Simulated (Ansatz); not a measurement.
Predict the output of the script below (the Python package of Ansatz (0.2.0)).

The script, `adiabatic_cs2.py`:
```python
'''How CS2 relaxes after losing an electron.'''

import itertools

import ansatz as az
from ase.data import atomic_numbers, covalent_radii
import numpy as np

BASIS_SET = 'cc-pVDZ'
FUNCTIONAL = 'PBE0'
CHARGE = 1

system = (
    az.Crystal.molecule()
    .atom('S', (1.35851, -0.15617, 0.72994))
    .atom('C', (0.0, 0.0, 0.0))
    .atom('S', (-1.35851, 0.15616, -0.72994))
)

calc = system.calculation()
calc = calc.basis(gaussian=BASIS_SET)
calc = calc.functional(FUNCTIONAL)
symbols = [site.symbol for site in system.cartesian_sites]
start = np.array([site.position_ang for site in system.cartesian_sites], dtype=float)
rep = calc.relax(force_tolerance=0.01).run(threads=1, backend='cpu').report
end = np.array(rep['positions_ang'])

minimum = az.Crystal.molecule()
for symbol, place in zip(symbols, end):
    minimum = minimum.atom(symbol, place.tolist())
ion = (
    minimum.calculation()
    .basis(gaussian=BASIS_SET)
    .functional(FUNCTIONAL)
    .charge(CHARGE)
    .spin('collinear', total=1)
)
vertical = ion.run(threads=1, backend='cpu').report
settled = ion.relax(force_tolerance=0.01, max_steps=80).run(threads=1, backend='cpu').report
print(f'vertical ionisation energy   {vertical["free_energy_ev"] - rep["free_energy_ev"]:.3f} eV')
print(f'adiabatic, no zero point     {settled["free_energy_ev"] - rep["free_energy_ev"]:.3f} eV')
print(f'relaxation energy of the ion {vertical["free_energy_ev"] - settled["free_energy_ev"]:.3f} eV')
ionised = np.array(settled['positions_ang'])
# pairs closer than 1.2 times the sum of covalent radii, before or after
radius = [covalent_radii[atomic_numbers[s]] for s in symbols]
span = lambda where, i, j: np.linalg.norm(where[i] - where[j])
bonded = [(i, j) for i, j in itertools.combinations(range(len(symbols)), 2) if min(span(end, i, j), span(ionised, i, j)) < 1.2 * (radius[i] + radius[j])]
print('pair        before    after (A)')
for i, j in bonded:
    print(f'{symbols[i]}{i}-{symbols[j]}{j}'.ljust(10), f'{span(end, i, j):8.4f} {span(ionised, i, j):8.4f}')
for first, second in list(itertools.combinations(bonded, 2)):
    shared = set(first) & set(second)
    if shared and symbols[(j := shared.pop())] != 'H':
        i, k = sorted((set(first) | set(second)) - {j})
        u, v = ionised[i] - ionised[j], ionised[k] - ionised[j]
        angle = np.degrees(np.arccos(np.clip(u @ v / np.linalg.norm(u) / np.linalg.norm(v), -1, 1)))
        print(f'final angle {symbols[i]}{i}-{symbols[j]}{j}-{symbols[k]}{k}: {angle:.2f} deg')
```

```console
$ python adiabatic_cs2.py
vertical ionisation energy   10.116 eV
adiabatic, no zero point     10.116 eV
relaxation energy of the ion 0.000 eV
pair        before    after (A)
S0-C1        1.5629   1.5630
C1-S2        1.5629   1.5630
final angle S0-C1-S2: 180.00 deg
```

The energies are electronic: no zero-point or thermal terms, and the basis set is short of its limit. The product may relax into another structure. Each relaxation finds its nearest minimum, which needn't be the lowest. Timing: 11 s on 1 thread of Arm Neoverse V2 (shared host), peak memory 0.2 GiB.
